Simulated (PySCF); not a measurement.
## P: electron affinity

P⁻ [Ne] 3s2 3p4 (3P) → P [Ne] 3s2 3p3 (4S), as a difference of total energies. Calculation: PySCF 2.14, in aug-cc-pCVTZ-DK with one added diffuse shell each of s, p, d, f type (9s8p6d4f, 91 functions); scalar relativity by spin-free X2C-1e. Correlated levels: valence: [Ne] frozen. The calculations carry no spin-orbit coupling.

```
           method  electron affinity (eV)
              UHF                  -0.328
    MP2 (valence)                   0.471
SCS-MP2 (valence)                   0.542
   CCSD (valence)                   0.544
CCSD(T) (valence)                   0.614
```

A first-order spin-orbit estimate (lowest level to lowest level, LS coupling) adds 0.012 eV.

Errors of the correlated levels include the incompleteness of this basis and the frozen core.

A negative affinity means that the anion lies above the atom at that level of theory.

For comparison: 0.747 eV (measured; photodetachment measurements, as compiled on the Wikipedia data page of electron affinities).
